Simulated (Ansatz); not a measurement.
# SiH2Cl+ (SMILES [SiH2+]Cl): functionals against CCSD(T) at one geometry

The task here is to estimate one member of a computed series from the others.

Program: Ansatz 0.2.0, Gaussian basis. Level of theory: single points in def2-TZVPP. These are calculated values, not measurements.

Correlated methods freeze the cores.

## The system as given

SMILES `[SiH2+]Cl`, 4 atoms, charge 1, spin multiplicity 1.

Atoms are counted from 1 here; the program's logs count them from 0.

Bond lengths: Si1–Cl2 1.957 Å, Si1–H3 1.367 Å, Si1–H4 1.442 Å. Angles: Cl2–Si1–H3 124.0°, Cl2–Si1–H4 120.9°, H3–Si1–H4 115.1°.

As a file:

```
Si   -0.0867   -0.0115   -0.0242
Cl    1.6254   -0.0111    0.9228
H    -1.0916   -0.9072    0.2153
H    -0.3570    0.9462   -1.0684
```

Set-up of the first run:

Contents of run/in.yaml:

```yaml
crystal:
  periodic: [false, false, false]
  atoms:
    - {symbol: Si, position_ang: [-0.086700, -0.011500, -0.024200]}
    - {symbol: Cl, position_ang: [1.625400, -0.011100, 0.922800]}
    - {symbol: H, position_ang: [-1.091600, -0.907200, 0.215300]}
    - {symbol: H, position_ang: [-0.357000, 0.946200, -1.068400]}
basis:
  gaussian: {orbitals: def2-TZVPP}
total_charge: 1
correlation: {method: ccsd_t}
output: {forces: true}
```

The command line of these runs was not kept.

Steps of the session up to this table: CCSD(T)/def2-TZVPP; PBE0-D4/def2-TZVPP; wB97M-V/def2-TZVPP; r2SCAN-D4/def2-TZVPP; PBE-D4/def2-TZVPP; SPW92/def2-TZVPP; BLYP-D4/def2-TZVPP.

One of the session's tables, all rows but one given; the rest of the session is left out.

```
   method  RMS force component (eV/Å)  angle to CCSD(T) forces (°)
  CCSD(T)                       0.941                    reference
  PBE0-D4                       1.014                          4.7
  wB97M-V                           ?                            ?
r2SCAN-D4                       0.987                          3.1
   PBE-D4                       1.026                          7.8
    SPW92                       1.105                          8.7
  BLYP-D4                       0.947                         11.5
```

Q: Estimate the row for wB97M-V from the others.

The run gave: RMS force component (eV/Å): 0.922; angle to CCSD(T) forces (°): 3.3. In the column «RMS force component (eV/Å)» it is the lowest.
